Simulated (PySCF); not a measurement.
# NaF: frontier orbitals

r²SCAN at R = 1.943 Å; Na def2-SVPD, F def2-SVPD; no relativity (PySCF 2.14). State: ¹Σ⁺ (singlet), closed shell. Only the outer orbitals are listed, counted within each symmetry.

```json
{"orbital": "3σ", "occ.": "2", "ε (eV)": "-59.19", "on Na (%)": "100", "main shells (%)": "100 Na s"}
{"orbital": "1π", "occ.": "2", "ε (eV)": "-29.88", "on Na (%)": "100", "main shells (%)": "100 Na p"}
{"orbital": "1π", "occ.": "2", "ε (eV)": "-29.88", "on Na (%)": "100", "main shells (%)": "100 Na p"}
{"orbital": "4σ", "occ.": "2", "ε (eV)": "-29.78", "on Na (%)": "98", "main shells (%)": "98 Na p"}
{"orbital": "5σ", "occ.": "2", "ε (eV)": "-24.04", "on Na (%)": "2", "main shells (%)": "98 F s"}
{"orbital": "6σ", "occ.": "2", "ε (eV)": "-5.42", "on Na (%)": "1", "main shells (%)": "99 F p"}
{"orbital": "2π", "occ.": "2", "ε (eV)": "-5.22", "on Na (%)": "1", "main shells (%)": "99 F p"}
{"orbital": "2π", "occ.": "2", "ε (eV)": "-5.22", "on Na (%)": "1", "main shells (%)": "99 F p"}
{"orbital": "7σ", "occ.": "0", "ε (eV)": "-1.23", "on Na (%)": "105", "main shells (%)": "90 Na s, 15 Na p"}
{"orbital": "3π", "occ.": "0", "ε (eV)": "0.45", "on Na (%)": "104", "main shells (%)": "103 Na p"}
{"orbital": "3π", "occ.": "0", "ε (eV)": "0.45", "on Na (%)": "104", "main shells (%)": "103 Na p"}
```

Q: Which are the highest filled and the lowest empty level, where do they sit, and how wide is the gap?

A: Highest filled 2π at -5.22 eV (in %: 99 F p); lowest empty 7σ at -1.23 eV (in %: 90 Na s, 15 Na p); the gap at r²SCAN is 3.99 eV.

```
bond order (Mayer)                              : 0.12
⟨S²⟩                                            : 0.000
charge on Na (Mulliken, basis-dependent)        : 0.95
charge on Na (Löwdin, basis-dependent)          : 0.81
dipole moment (positive dipole means Na(−)F(+)) : -8.27 D
```

Shares are Mulliken populations and can fall outside 0 to 100 %.
